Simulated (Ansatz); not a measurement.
in.yaml

```yaml
crystal:
  periodic: [false, false, false]
  atoms:
    - {symbol: O, position_ang: [-1.199219, -0.029147, 0.000000]}
    - {symbol: H, position_ang: [-1.448529, 0.897428, 0.000000]}
    - {symbol: H, position_ang: [-0.158219, -0.029147, 0.000000]}
    - {symbol: C, position_ang: [1.423781, -0.029147, 0.000000]}
    - {symbol: H, position_ang: [1.838249, -0.029147, 0.996161]}
    - {symbol: H, position_ang: [1.838249, -0.029147, -0.996161]}
basis:
  gaussian: {orbitals: cc-pVDZ}
magnetization: {spin_polarized: true, initial_magnetization: 2}
hamiltonian: {xc: {name: PBE}}
correlation: {method: rpa, electrons: outside_noble_gas}
```

```sh
$ ansatz run in.yaml --threads 1 --pin off --events-out ev --progress --plain --max-ram 2393MiB
```

(1) Roughly how long does this take on 1 thread of Intel Xeon Platinum 8175M, shared host, and how much host memory?

```
434 factors; integrals over basis functions are off by at most 1.4e-3 eV
mean field evaluation 1: about -3135.8757 eV, gradient 3.7e1 eV
mean field evaluation 2: about -3135.8710 eV, gradient 3.7e1 eV
mean field evaluation 4: about -3137.5577 eV, gradient 2.4e1 eV
mean field evaluation 8: about -3140.9414 eV, gradient 1.8e-1 eV
mean field evaluation 16: about -3140.9416 eV, gradient 3.6e-5 eV
mean field evaluation 32: about -3139.4637 eV, gradient 5.1e0 eV
mean field evaluation 64: about -3129.4212 eV, gradient 2.0e1 eV
mean field evaluation 96: about -3136.9088 eV, gradient 6.6e0 eV
mean field -3140.94158219 eV, -115.4274741386 hartree, gradient 7.1e-6 eV, S^2 2.006548; 5 other end points of the search recorded, 0 dependent functions left out
2 core orbitals not correlated: weight in the atoms' cores, before any rotation towards them, 1.000 or more for the frozen orbitals, at most 0.000 for the correlated occupied ones
reference -3126.91380725 eV, -114.9119629181 hartree; 8, 6 occupied and 38, 40 virtual orbitals, 434 factors
Total energy: -3140.95507505 eV, -115.4279699922 hartree
```

## Answers

(1) 5 s wall and 0.12 GiB.
